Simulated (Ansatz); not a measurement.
Ansatz (a program for electronic structure) input (HF/cc-pVTZ): A basis named .json is the Basis Set Exchange file of that set (core-valence sets with the plain set on hydrogen).

Ansatz 0.2 input:
```yaml
crystal:
  periodic: [false, false, false]
  atoms:
    - {symbol: O, position_ang: [0.00702152, 0.00134342, 0.11666744]}
    - {symbol: H, position_ang: [-0.04995842, 0.75929218, -0.47415850]}
    - {symbol: H, position_ang: [-0.00621371, -0.77003954, -0.45918106]}
basis:
  gaussian:
    orbitals: cc-pVTZ
    fitting: {mean_field: cc-pVQZ-JKFIT.json}
hamiltonian:
  xc: {name: HF}
magnetization: {spin_polarized: false}
```

Output:

```
Functional definition: HF
integrals: 0.00 GiB planned
208 factors; integrals over basis functions are off by at most 4.2e-1 eV
mean field: 0.05 GiB planned
mean field evaluation 1: about -2067.8862 eV, gradient 3.2e1 eV
mean field evaluation 2: about -2069.0215 eV, gradient 2.0e1 eV
mean field evaluation 4: about -2069.6091 eV, gradient 3.4e-1 eV
mean field -2069.60965138 eV, -76.0567518563 hartree, gradient 2.5e-5 eV, S^2 0.000000; 0 other end points of the search recorded, 0 dependent functions left out
reference -2069.60965138 eV, -76.0567518563 hartree; 5, 5 occupied and 53, 53 virtual orbitals, 208 factors
Total energy: -2069.60965138 eV, -76.0567518563 hartree
```
